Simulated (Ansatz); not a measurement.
**SiH₄O₂ (built from SMILES O[SiH2]O): a relaxation**

Where does the structure go when it is relaxed from here with these settings?

Program: Ansatz 0.2.0, Gaussian basis. Level of theory: BHLYP-D4/def2-SVPD. These are calculated values, not measurements.

## 1. The starting structure

The start, a first-order saddle point found at PBE0-D4 in triple zeta: 7 atoms, charge 0, spin multiplicity 1.

Atoms are counted from 1 here; the program's logs count them from 0.

Bond lengths: Si1–O2 1.875 Å, Si1–O3 1.558 Å, Si1–H5 1.489 Å, Si1–H6 1.483 Å, O2–H4 1.067 Å, O2–H7 0.965 Å. Angles: O2–Si1–O3 86.6°, O2–Si1–H5 102.9°, O2–Si1–H6 104.1°, O3–Si1–H5 122.4°, O3–Si1–H6 122.7°, H5–Si1–H6 109.8°, Si1–O2–H4 73.9°, Si1–O2–H7 117.8°, H4–O2–H7 111.1°.

As a file:

```xyz
7
H4O2Si
Si   -0.2182   -0.1641    0.7065
O     0.4513    0.5913   -0.8732
O     0.5778   -1.4471    0.3218
H     0.8158   -0.4117   -0.8477
H    -1.6927   -0.0556    0.5291
H     0.2294    0.7677    1.7697
H    -0.1636    0.7194   -1.6062
```

## 2. The relaxation

File run/in.yaml:

```yaml
crystal:
  periodic: [false, false, false]
  atoms:
    - {symbol: Si, position_ang: [-0.218153, -0.164053, 0.706494]}
    - {symbol: O, position_ang: [0.451331, 0.591281, -0.873193]}
    - {symbol: O, position_ang: [0.577816, -1.447069, 0.321781]}
    - {symbol: H, position_ang: [0.815847, -0.411675, -0.847674]}
    - {symbol: H, position_ang: [-1.692679, -0.055579, 0.529129]}
    - {symbol: H, position_ang: [0.229392, 0.767666, 1.769666]}
    - {symbol: H, position_ang: [-0.163554, 0.719430, -1.606204]}
basis:
  gaussian: {orbitals: def2-SVPD}
hamiltonian: {xc: {name: BHLYP}, dispersion: d4}
relax: {f_tol: 0.01, max_steps: 60, escape_saddle: false}
```

Run with:

```console
$ ansatz run in.yaml --threads 2 --pin off --events-out ev --progress --plain --max-ram 4352MiB
```

Standard output:

```text
Functional definition: BHLYP
  name "BHLYP"
  cite "Becke, J. Chem. Phys. 98, 1372 (1993) doi:10.1063/1.464304"
  cite "Becke, Phys. Rev. A 38, 3098 (1988) doi:10.1103/PhysRevA.38.3098"
  cite "Lee, Yang & Parr, Phys. Rev. B 37, 785 (1988) doi:10.1103/PhysRevB.37.785"
  parameter a = 0.5
  exchange = (1 - a)*b88_x + a*exact_x
  correlation = lyp_c
909 factors; their error is unknown
mean field evaluation 1: about -12022.2884 eV, gradient 6.2e1 eV
mean field evaluation 2: about -12010.5318 eV, gradient 9.7e1 eV
mean field evaluation 4: about -12029.1215 eV, gradient 5.4e0 eV
mean field evaluation 8: about -12029.3553 eV, gradient 2.9e-2 eV
mean field -12029.35533453 eV, -442.0706547541 hartree, gradient 1.4e-5 eV, S^2 0.000000; 0 other end points of the search recorded, 0 dependent functions left out
the calculation of the forces begins
reference -12029.35550210 eV, -442.0706609123 hartree; 17, 17 occupied and 85, 85 virtual orbitals, 909 factors
relax step   1: F+E_penalty+E_count = -12029.46468514 eV  Δ(F+E_penalty+E_count) = +0.000e0 eV  max|allowed force component| = 7.056e-1 eV/Å  Δτ_max = 0.0000 Å  (26 SCF iters, accepted)
[... from here to the last solve, the lines of the solves are left out (11 solves) ...]
relax step   2: F+E_penalty+E_count = -12029.48358333 eV  Δ(F+E_penalty+E_count) = -1.890e-2 eV  max|allowed force component| = 4.474e-1 eV/Å  Δτ_max = 0.0224 Å  (33 SCF iters, accepted)
relax step   3: F+E_penalty+E_count = -12029.50359522 eV  Δ(F+E_penalty+E_count) = -2.001e-2 eV  max|allowed force component| = 3.990e-1 eV/Å  Δτ_max = 0.0297 Å  (31 SCF iters, accepted)
relax step   4: F+E_penalty+E_count = -12029.52899839 eV  Δ(F+E_penalty+E_count) = -2.540e-2 eV  max|allowed force component| = 1.190e0 eV/Å  Δτ_max = 0.0928 Å  (32 SCF iters, accepted)
relax step   5: F+E_penalty+E_count = -12029.62009105 eV  Δ(F+E_penalty+E_count) = -9.109e-2 eV  max|allowed force component| = 3.174e-1 eV/Å  Δτ_max = 0.1946 Å  (37 SCF iters, accepted)
relax step   6: F+E_penalty+E_count = -12029.62029982 eV  Δ(F+E_penalty+E_count) = -2.088e-4 eV  max|allowed force component| = 4.835e-1 eV/Å  Δτ_max = 0.0651 Å  (32 SCF iters, accepted)
relax step   7: F+E_penalty+E_count = -12029.57524481 eV  Δ(F+E_penalty+E_count) = +4.506e-2 eV  max|allowed force component| = 1.299e0 eV/Å  Δτ_max = 0.1994 Å  (36 SCF iters, rejected (line search))
relax step   8: F+E_penalty+E_count = -12029.63467905 eV  Δ(F+E_penalty+E_count) = -1.438e-2 eV  max|allowed force component| = 1.616e-1 eV/Å  Δτ_max = 0.0997 Å  (30 SCF iters, accepted)
relax step   9: F+E_penalty+E_count = -12029.63604754 eV  Δ(F+E_penalty+E_count) = -1.368e-3 eV  max|allowed force component| = 1.406e-1 eV/Å  Δτ_max = 0.0190 Å  (32 SCF iters, accepted)
relax step  10: F+E_penalty+E_count = -12029.63763408 eV  Δ(F+E_penalty+E_count) = -1.587e-3 eV  max|allowed force component| = 1.846e-1 eV/Å  Δτ_max = 0.0372 Å  (31 SCF iters, accepted)
relax step  11: F+E_penalty+E_count = -12029.63826740 eV  Δ(F+E_penalty+E_count) = -6.333e-4 eV  max|allowed force component| = 1.723e-2 eV/Å  Δτ_max = 0.0057 Å  (33 SCF iters, accepted)
relax step  12: F+E_penalty+E_count = -12029.63828593 eV  Δ(F+E_penalty+E_count) = -1.853e-5 eV  max|allowed force component| = 4.519e-3 eV/Å  Δτ_max = 0.0032 Å  (24 SCF iters, accepted)
909 factors; their error is unknown
mean field evaluation 96: about -12021.5407 eV, gradient 6.5e1 eV
mean field -12029.52497268 eV, -442.0768888413 hartree, gradient 1.3e-5 eV, S^2 0.000000; 1 other end points of the search recorded, 0 dependent functions left out
the calculation of the forces begins
reference -12029.52514217 eV, -442.0768950697 hartree; 17, 17 occupied and 85, 85 virtual orbitals, 909 factors
Total energy: -12029.63845541 eV, -442.0810592545 hartree
Atom 0 at    -0.234935    -0.259563     0.799559 Å, force     0.001855     0.003097     0.002229 eV/Å
Atom 1 at     0.432788     0.545971    -0.891239 Å, force    -0.003987    -0.000123    -0.004430 eV/Å
Atom 2 at     0.482642    -1.611480     0.624487 Å, force     0.000567    -0.004519     0.000155 eV/Å
Atom 3 at     0.942112    -0.221747    -1.185642 Å, force    -0.002500     0.002124     0.001604 eV/Å
Atom 4 at    -1.677051    -0.058981     0.514409 Å, force     0.000683    -0.000323    -0.001409 eV/Å
Atom 5 at     0.229305     0.796958     1.722164 Å, force    -0.000753     0.000152    -0.000796 eV/Å
Atom 6 at    -0.174860     0.808842    -1.583739 Å, force     0.004135    -0.000408     0.002647 eV/Å
Dipole moment:    -0.289459     0.895450    -0.731013 e Å
```

It took 20 s on 2 threads of Arm Neoverse V1, shared host.

Along the way: (the energy doesn't fall at every step)

```csv
step,energy from step 1 (eV),largest force component (eV/Å)
1,0.0000,0.7056
2,-0.0189,0.4474
3,-0.0389,0.3990
4,-0.0643,1.1900
5,-0.1554,0.3174
6,-0.1556,0.4835
7,-0.1106,1.2986
8,-0.1700,0.1616
9,-0.1714,0.1406
10,-0.1729,0.1846
11,-0.1736,0.0172
12,-0.1736,0.0045
```

Close pairs (by a distance rule), those that changed most:

```csv
bond,before (Å),after (Å),change (Å)
Si1–O2,1.875,1.988,+0.114
O2–H4,1.067,0.967,-0.100
Si1–O3,1.558,1.541,-0.018
O2–H7,0.965,0.958,-0.007
Si1–H5,1.489,1.484,-0.005
Si1–H6,1.483,1.477,-0.005
```

## 3. Summary of results

| quantity | value |
| --- | --- |
| steps | 12 |
| energy change | -16.7 kJ/mol |
| last largest force | 0.0045 eV/Å |
| RMSD from the start | 0.216 Å |

**Reading.** It converged in 12 steps at a force tolerance of 0.01 eV/Å. It left the saddle and ended near the end structure of the step.
